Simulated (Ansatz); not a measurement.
Process, species as SMILES: F[CH2] (CH2-F) → C atom + F atom + 2 H atom
B3LYP-D3(BJ)/def2-TZVP geometries, fixed; electronic energies without zero-point terms.
Largest species:
```xyz
4

C     -0.0106     0.4978     0.4277
F      0.0121    -0.4855    -0.4825
H     -0.9803     0.6938     0.8618
H      0.9347     0.6892     0.9145
```
Charge 0, spin multiplicity 2.

Basis-set convergence of the atomisation energy at CCSD(T) with Ansatz (an electronic-structure program). Cartesian d functions, on some or all atoms, in 6-31G*, 6-31+G*; all else is spherical. Cores are frozen. Open shells are unrestricted. No added dispersion term, no relativity. Functions are those of the species that has most. Reference: Hartree-Fock in cc-pVQZ plus the correlation part extrapolated as X^-3 from cc-pVTZ and cc-pVQZ, 313.07 kcal/mol, itself unsure by roughly 1.25 kcal/mol (a third of the extrapolation step and of the last Hartree-Fock step). Deviations are taken from unrounded values.

```
basis        functions  atomisation energy (kcal/mol)
-----------  ---------  -----------------------------
6-31G*              34                         284.97
6-31+G*             42                         284.84
cc-pVDZ             38                         286.48
aug-cc-pVDZ         64                         292.23
def2-SVP            38                         297.97
def2-SVPD           59                         301.49
pcseg-1             38                         291.84
aug-pcseg-1         64                         297.58
6-311G**            48                         292.88
6-311+G**           56                         293.90
def2-TZVP           74                         302.18
def2-TZVPD          95                         303.22
cc-pVTZ             88                         305.26
aug-cc-pVTZ        138                         307.58
pcseg-2             88                         307.40
aug-pcseg-2        138                         308.69
def2-TZVPP          90                         305.85
def2-TZVPPD        111                         306.54
def2-QZVPP         174                         310.34
def2-QZVPPD        195                         310.51
```

What the diffuse functions change, pair by pair:
- 6-31G* to 6-31+G*: 8 more functions, deviation -28.10 to -28.24 kcal/mol
- cc-pVDZ to aug-cc-pVDZ: 26 more functions, deviation -26.60 to -20.84 kcal/mol
- def2-SVP to def2-SVPD: 21 more functions, deviation -15.11 to -11.58 kcal/mol
- pcseg-1 to aug-pcseg-1: 26 more functions, deviation -21.23 to -15.50 kcal/mol
- 6-311G** to 6-311+G**: 8 more functions, deviation -20.20 to -19.17 kcal/mol
- def2-TZVP to def2-TZVPD: 21 more functions, deviation -10.89 to -9.86 kcal/mol
- cc-pVTZ to aug-cc-pVTZ: 50 more functions, deviation -7.81 to -5.50 kcal/mol
- pcseg-2 to aug-pcseg-2: 50 more functions, deviation -5.67 to -4.39 kcal/mol
- def2-TZVPP to def2-TZVPPD: 21 more functions, deviation -7.22 to -6.54 kcal/mol
- def2-QZVPP to def2-QZVPPD: 21 more functions, deviation -2.73 to -2.56 kcal/mol

They bring the value nearer the reference by more than 1.25 kcal/mol in 5 of 10 pairs.
